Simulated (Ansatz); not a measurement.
# Al2O (singlet): the correlation ladder, cc-pVDZ

An exercise on one series of results from a longer session: the logs are not shown, and one member is left open.

Computed with Ansatz 0.2.0, Gaussian basis. Level: cc-pVDZ, core rule «outside noble gas», up to 11 orbitals frozen.

The runs, in order: UHF; CCSD(T) on RHF; BCCD(T) on RHF; CISD; CCSDT(Q) on RHF; CCSDTQ on RHF; CASSCF and MRCISD+Q, 12 electrons in 12 orbitals; CASSCF and NEVPT2, 12 electrons in 12 orbitals.

7 further runs of the same task are left out: 4 for a known fault of the program, 3 set aside as unsound or not needed.

## What is computed

The geometry is a PBE0/def2-TZVP stationary point (not a proven minimum).

3 atoms, charge 0, spin multiplicity 1.

Atoms are counted from 1 here; the program's logs count them from 0.

Bond lengths: Al1–O2 1.705 Å, O2–Al3 1.705 Å. Angles: Al1–O2–Al3 180.0°.

Set-up of the first run:

Input file in.yaml:

```yaml
crystal:
  periodic: [false, false, false]
  atoms:
    - {symbol: Al, position_ang: [0.000000, 0.000000, 1.704700]}
    - {symbol: O, position_ang: [0.000000, 0.000000, 0.000000]}
    - {symbol: Al, position_ang: [0.000000, 0.000000, -1.704700]}
basis:
  gaussian: {orbitals: cc-pVDZ}
magnetization: {spin_polarized: true, initial_magnetization: 0}
hamiltonian: {xc: hf}
output: {orbitals: {seedname: orbitals}}
```

On the command line:

```bash
$ ansatz run in.yaml --threads 1 --pin off --events-out ev --progress --plain --max-ram 4096MiB --backend cpu
```

Among the steps run: UHF; CCSD(T) on RHF; BCCD(T) on RHF; CISD; CCSDT(Q) on RHF; CCSDTQ on RHF; CASSCF and MRCISD+Q, 12 electrons in 12 orbitals; CASSCF and NEVPT2, 12 electrons in 12 orbitals.

One of the session's tables, all rows but one given; the rest of the session is left out.

| method | from RCCSDTQ (kcal/mol) |
| --- | --- |
| RHF | +192.27 |
| RMP2 | +20.71 |
| CISD | +26.24 |
| RCCSD | +6.39 |
| RCCSD(T) | +0.96 |
| BCCD(T) | ? |
| RCCSDT | +0.61 |
| RCCSDT(Q) | -0.08 |
| RCCSDTQ | 0 |
| CASSCF valence | +97.56 |
| NEVPT2 valence | +27.74 |
| MRCISD valence | +9.66 |
| MRCISD+Q valence | +2.96 |

Q: Estimate the row for BCCD(T) from the others.

As computed: from RCCSDTQ (kcal/mol): +0.79. In the column «from RCCSDTQ (kcal/mol)» it lies between RCCSDT (+0.61) and RCCSD(T) (+0.96).
